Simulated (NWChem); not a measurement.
System: hydrogen fluoride (HF); SMILES F

Here is an NWChem input.

```
start job
memory heap 200 mb stack 900 mb global 1100 mb
geometry units angstroms
  F      0.000000     0.000000     0.087132
  H      0.000000     0.000000    -0.833067
end
basis spherical
  * library 6-31g*
end
dft
  xc hfexch
  iterations 150
end
driver
  maxiter 120
end
task dft optimize
task dft freq
```

The level has its own optimisation; frequencies are unscaled.

Problem. What results follow from this input? (Hartree-Fock/6-31G* (spherical d).) Quantities: r F–H (Å); highest harmonic frequency (cm⁻¹); zero-point energy (kcal/mol); dipole (D).

Solution. 
| Item | Result |
|---|---|
| r F–H (Å) | 0.912 |
| highest harmonic frequency (cm⁻¹) | 4332 |
| zero-point energy (kcal/mol) | 6.2 |
| dipole (D) | 1.97 |
